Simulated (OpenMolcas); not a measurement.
# A workflow on AlH3 (SMILES [AlH3])

Aim: a single-point energy (UHF/pcseg-0), then the energy (CASSCF(2,2)/pcseg-0), then a single-point energy (CASPT2(2,2)/pcseg-0), then a single-point energy (SC-NEVPT2(2,2)/pcseg-0), then a single-point energy (MRCI(2,2)/pcseg-0) of AlH3. 

Program for the calculation: OpenMolcas 26.06.

**1. The structure to begin with**

The species is AlH3 (4 atoms), meant as a singlet with charge 0. SMILES: `[AlH3]`. The Al1–H3 distance was set to 3.964 Å, away from the relaxed value. At this shape a bond of the SMILES string is far longer than usual.

Bond lengths: Al1–H2 1.586 Å, Al1–H4 1.586 Å. Angles: H2–Al1–H4 120.0°.

**2. The energy at UHF/pcseg-0 (run 1)**

Input file step1.inp:

```
&GATEWAY
 BASLIB
 $CurrDir
 COORD
 4
 bohr
 Al     3.86534597     2.28846212    -0.32200933
 H      5.03603130     3.58424732     2.11328073
 H     -2.53374479    -1.57225214     0.19861022
 H      5.25561748     2.53507138    -2.96535823
 BASIS
 pcseg-0
 GROUP
 NoSym

&SEWARD

&SCF
 UHF
 SCRAMBLE
 0.25
 PRORBITALS
 1 1
```

The basis set pcseg-0 is read from a file made from the Basis Set Exchange's data (not shown).

On the command line:

```sh
export MOLCAS_MEM=1860
pymolcas step1.inp > step1.log
```

Output, cut to the lines that bear on the results:

```text
--- Start Module: gateway ---
[...]
--- Stop Module: gateway /rc=_RC_ALL_IS_WELL_ ---
--- Start Module: seward ---
[...]
      Basis functions           19
--- Stop Module: seward /rc=_RC_ALL_IS_WELL_ ---
--- Start Module: scf ---
[...]
       Convergence after  18 Iterations
[...]
::    Total SCF energy                               -243.2000656387
[...]
      Total spin, S                                     0.6094547877
[...]
      Total electronic charge=   16.000000
      Total            charge=   -0.000000
[...]
      Dipole Moment (debye):
      Origin of the operator (angstrom)=    1.9772    1.1698   -0.1648
                   X= -6.9874E-01               Y= -4.2066E-01               Z=  5.6862E-02           Total=  8.1758E-01
      Quadrupole Moment (debye*angstrom):
[...]
--- Stop Module: scf /rc=_RC_ALL_IS_WELL_ ---
[...]
```

Run time: 1.8 s. Hardware: 1 thread of Arm Neoverse V1, shared host; peak memory 0.37 GiB.

**3. The energy at CASSCF(2,2)/pcseg-0 (run 2)**

Input file step2.input:

```
>>> EXPORT MOLCAS_PRINT=2
&GATEWAY
BASLIB=$CurrDir
COORD
4
bohr
Al     3.86534597     2.28846212    -0.32200933
H      5.03603130     3.58424732     2.11328073
H     -2.53374479    -1.57225214     0.19861022
H      5.25561748     2.53507138    -2.96535823
BASIS=pcseg-0
GROUP=NoSym
&SEWARD
&RASSCF
FILEORB=$CurrDir/step1.UnaOrb
SPIN=1
NACTEL=2 0 0
INACTIVE=7
RAS2=2
ORBLISTING=Nothing
```

The basis set pcseg-0 is read from a file made from the Basis Set Exchange's data (not shown).

On the command line:

```sh
export MOLCAS_MEM=1860
pymolcas step2.input > step2.log
```

Output, cut to the lines that bear on the results:

```text
--- Start Module: gateway ---
[...]
--- Stop Module: gateway /rc=_RC_ALL_IS_WELL_ ---
--- Start Module: seward ---
[...]
      Basis functions           19
--- Stop Module: seward /rc=_RC_ALL_IS_WELL_ ---
--- Start Module: rasscf ---
[...]
      Number of active orbitals                  2
[...]
      Spin quantum number                      0.0
[...]
      Active orbitals                            2
[...]
      Number of CSFs                             3
[...]
      Number of root(s) required                 1
[...]
      Convergence after  8 iterations
[...]
      printout of CI-coefficients larger than  0.05 for root  1
      energy=    -243.202172
      conf/sym  11     Coeff  Weight
             1  20  -0.80330 0.64529
             3  02   0.59558 0.35471
      Natural orbitals and occupation numbers for root  1
      sym 1:   1.290576   0.709424
      ************************************************************************************************************************
      *                                                    Final results                                                     *
[...]
::    RASSCF root number  1 Total energy:   -243.20217171
[...]
      Total electronic charge=   16.000000
      Total            charge=   -0.000000
[...]
      Dipole Moment (debye):
      Origin of the operator (angstrom)=    1.9772    1.1698   -0.1648
                   X= -5.0317E-01               Y= -3.0258E-01               Z=  4.0935E-02           Total=  5.8857E-01
      Quadrupole Moment (debye*angstrom):
[...]
--- Stop Module: rasscf /rc=_RC_ALL_IS_WELL_ ---
[...]
```

Run time: 1.7 s. Hardware: 1 thread of Arm Neoverse V1, shared host; peak memory 0.37 GiB.

**4. The energy at CASPT2(2,2)/pcseg-0 (run 3)**

Input file step3.inp:

```
* AlH3 CASPT2

&gateway
  baslib
  $CurrDir
  coord
  4
  bohr
  Al     3.86534597     2.28846212    -0.32200933
  H      5.03603130     3.58424732     2.11328073
  H     -2.53374479    -1.57225214     0.19861022
  H      5.25561748     2.53507138    -2.96535823
  basis
  pcseg-0
  group
  NoSym

&seward

&rasscf
  fileorb
  $CurrDir/step2.RasOrb
  spin
  1
  nactel
  2 0 0
  inactive
  7
  ras2
  2
  orblisting
  Nothing

&caspt2
  imaginary
  0.1
  frozen
  5
```

The basis set pcseg-0 is read from a file made from the Basis Set Exchange's data (not shown).

On the command line:

```sh
export MOLCAS_MEM=1860
pymolcas step3.inp > step3.log
```

Output, cut to the lines that bear on the results:

```text
--- Start Module: gateway ---
[...]
--- Stop Module: gateway /rc=_RC_ALL_IS_WELL_ ---
[...]
      Basis functions           19
[...]
--- Start Module: rasscf ---
[...]
      Number of active orbitals                  2
[...]
      Spin quantum number                      0.0
[...]
      Active orbitals                            2
[...]
      Number of CSFs                             3
[...]
      Number of root(s) required                 1
[...]
      Convergence after  4 iterations
[...]
      printout of CI-coefficients larger than  0.05 for root  1
      energy=    -243.202172
      conf/sym  11     Coeff  Weight
             1  20  -0.80330 0.64529
             3  02   0.59558 0.35471
      Natural orbitals and occupation numbers for root  1
      sym 1:   1.290577   0.709423
      ************************************************************************************************************************
      *                                                    Final results                                                     *
[...]
::    RASSCF root number  1 Total energy:   -243.20217171
[...]
      Total electronic charge=   16.000000
      Total            charge=   -0.000000
[...]
      Dipole Moment (debye):
      Origin of the operator (angstrom)=    1.9772    1.1698   -0.1648
                   X= -5.0315E-01               Y= -3.0257E-01               Z=  4.0932E-02           Total=  5.8854E-01
      Quadrupole Moment (debye*angstrom):
[...]
--- Stop Module: rasscf /rc=_RC_ALL_IS_WELL_ ---
--- Start Module: caspt2 ---
[...]
 ###    WARNING: User changed nr of frozen orbitals.                         ###
 ###############################################################################
[...]
      E2 (Variational):          -0.0310669431
      Total energy:            -243.2332386553
[...]
      Reference weight:           0.98313
[...]
::    CASPT2 Root  1     Total energy:   -243.23323866
[...]
--- Stop Module: caspt2 /rc=_RC_ALL_IS_WELL_ ---
[...]
```

It took 1.7 s on 1 thread of Arm Neoverse V1, shared host; peak memory 0.37 GiB.

**5. The energy at SC-NEVPT2(2,2)/pcseg-0 (run 4)**

Input file step4.input:

```
&GATEWAY
BASLIB = $CurrDir
COORD
4
bohr
Al     3.86534597     2.28846212    -0.32200933
H      5.03603130     3.58424732     2.11328073
H     -2.53374479    -1.57225214     0.19861022
H      5.25561748     2.53507138    -2.96535823
BASIS = pcseg-0
GROUP = NoSym
&SEWARD
&RASSCF
FILEORB = $CurrDir/step2.RasOrb
SPIN = 1
NACTEL = 2 0 0
INACTIVE = 7
RAS2 = 2
ORBLISTING = Nothing
&CASPT2
SC-NEVPT2
FROZEN = 5
```

The basis set pcseg-0 is read from a file made from the Basis Set Exchange's data (not shown).

On the command line:

```sh
export MOLCAS_MEM=1860
pymolcas step4.input > step4.log
```

Output, cut to the lines that bear on the results:

```text
--- Start Module: gateway ---
[...]
--- Stop Module: gateway /rc=_RC_ALL_IS_WELL_ ---
[...]
      Basis functions           19
[...]
--- Start Module: rasscf ---
[...]
      Number of active orbitals                  2
[...]
      Spin quantum number                      0.0
[...]
      Active orbitals                            2
[...]
      Number of CSFs                             3
[...]
      Number of root(s) required                 1
[...]
      Convergence after  4 iterations
[...]
      printout of CI-coefficients larger than  0.05 for root  1
      energy=    -243.202172
      conf/sym  11     Coeff  Weight
             1  20  -0.80330 0.64529
             3  02   0.59558 0.35471
      Natural orbitals and occupation numbers for root  1
      sym 1:   1.290577   0.709423
      ************************************************************************************************************************
      *                                                    Final results                                                     *
[...]
::    RASSCF root number  1 Total energy:   -243.20217171
[...]
      Total electronic charge=   16.000000
      Total            charge=   -0.000000
[...]
      Dipole Moment (debye):
      Origin of the operator (angstrom)=    1.9772    1.1698   -0.1648
                   X= -5.0315E-01               Y= -3.0257E-01               Z=  4.0932E-02           Total=  5.8854E-01
      Quadrupole Moment (debye*angstrom):
[...]
--- Stop Module: rasscf /rc=_RC_ALL_IS_WELL_ ---
--- Start Module: caspt2 ---
[...]
 ###    WARNING: User changed nr of frozen orbitals.                         ###
 ###############################################################################
[...]
      E2 (Variational):          -0.0307703951
[...]
      E2 (Variational):          -0.0307696236
      Total energy:            -243.2329413359
[...]
      Reference weight:           0.98344
[...]
::    SC-NEVPT2 Root  1     Total energy:   -243.23294134
[...]
--- Stop Module: caspt2 /rc=_RC_ALL_IS_WELL_ ---
[...]
```

Wall time 1.7 s (1 thread of Arm Neoverse V1, shared host); peak memory 0.37 GiB.

**6. A single-point energy at MRCI(2,2)/pcseg-0 (run 5)**

Input file step5.input:

```
* AlH3 MRCI

&GATEWAY
  BasLib
  $CurrDir
  Coord
  4
  bohr
  Al     3.86534597     2.28846212    -0.32200933
  H      5.03603130     3.58424732     2.11328073
  H     -2.53374479    -1.57225214     0.19861022
  H      5.25561748     2.53507138    -2.96535823
  Basis
  pcseg-0
  Group
  NoSym

&SEWARD

&RASSCF
  FileOrb
  $CurrDir/step2.RasOrb
  Spin
  1
  Nactel
  2 0 0
  Inactive
  7
  Ras2
  2
  OrbListing
  Nothing

&MOTRA
  LumOrb
  Frozen
  5

&GUGA
  Electrons
  6
  Spin
  1
  Inactive
  2
  Active
  2
  CIAll
  1

&MRCI
  SDCI
```

The basis set pcseg-0 is read from a file made from the Basis Set Exchange's data (not shown).

On the command line:

```sh
export MOLCAS_MEM=1860
pymolcas step5.input > step5.log
```

Output, cut to the lines that bear on the results:

```text
--- Start Module: gateway ---
[...]
--- Stop Module: gateway /rc=_RC_ALL_IS_WELL_ ---
[...]
      Basis functions           19
[...]
      Number of active orbitals                  2
[...]
      Spin quantum number                      0.0
[...]
      Active orbitals                            2
[...]
      Number of CSFs                             3
[...]
      Number of root(s) required                 1
[...]
      Convergence after  4 iterations
[...]
      printout of CI-coefficients larger than  0.05 for root  1
      energy=    -243.202172
      conf/sym  11     Coeff  Weight
             1  20  -0.80330 0.64529
             3  02   0.59558 0.35471
      Natural orbitals and occupation numbers for root  1
      sym 1:   1.290577   0.709423
      ************************************************************************************************************************
      *                                                    Final results                                                     *
[...]
::    RASSCF root number  1 Total energy:   -243.20217171
[...]
      Dipole Moment (debye):
      Origin of the operator (angstrom)=    1.9772    1.1698   -0.1648
                   X= -5.0315E-01               Y= -3.0257E-01               Z=  4.0932E-02           Total=  5.8854E-01
      Quadrupole Moment (debye*angstrom):
[...]
      *** WARNING: Default frozen orbitals is overwritten by user input.
      *** Default values:   2
[...]
--- Start Module: guga ---
[...]
--- Stop Module: guga /rc=_RC_ALL_IS_WELL_ ---
--- Start Module: mrci ---
[...]
       (But an ACPF correction will be computed)
       USE THE DEFAULT ACPF G-VALUE GFAC=  0.33333333333333331
[...]
                      CI ENERGY:  -243.24604529
[...]
                ACPF CORRECTION:    -0.00111950
[...]
      Total electronic charge=   16.000000
      Total            charge=    0.000000
[...]
     ACPF CORRECTION:     -0.00111950
[...]
  CI State   1     Total energy:   -243.24604529     QDav:     -0.00170096     QACPF:     -0.00111950
[...]
--- Stop Module: mrci /rc=_RC_ALL_IS_WELL_ ---
[...]
```

Wall time 1.8 s (1 thread of Arm Neoverse V1, shared host); peak memory 0.37 GiB.

**7. Results**

| quantity | value |
| --- | --- |
| run 1, UHF/pcseg-0: total energy | -243.20007 Eh |
| run 1, UHF/pcseg-0: dipole moment | 0.82 D |
| run 1, UHF/pcseg-0: HOMO energy | -8.00 eV |
| run 1, UHF/pcseg-0: LUMO energy | 0.50 eV |
| run 1, UHF/pcseg-0: HOMO–LUMO gap | 8.51 eV |
| run 1, UHF/pcseg-0: ⟨S²⟩ | 0.981 |
| run 2, CASSCF(2,2)/pcseg-0: total energy | -243.20217 Eh |
| run 2, CASSCF(2,2)/pcseg-0: dipole moment (CASSCF density) | 0.59 D |
| run 3, CASPT2(2,2)/pcseg-0: total energy | -243.23324 Eh |
| run 3, CASPT2(2,2)/pcseg-0: dipole moment (CASSCF density) | 0.59 D |
| run 4, SC-NEVPT2(2,2)/pcseg-0: total energy | -243.23294 Eh |
| run 4, SC-NEVPT2(2,2)/pcseg-0: dipole moment (CASSCF density) | 0.59 D |
| run 5, MRCI(2,2)/pcseg-0: total energy | -243.24605 Eh |
| run 5, MRCI(2,2)/pcseg-0: dipole moment (CASSCF density) | 0.59 D |

**Reading.** ⟨S²⟩ (run 1, UHF/pcseg-0) is 0.98 where a pure singlet has 0.00: the reference is spin-contaminated. Mulliken charges (run 4, SC-NEVPT2(2,2)/pcseg-0) of the CASSCF density run from -0.33 on H2 to +0.68 on Al1.
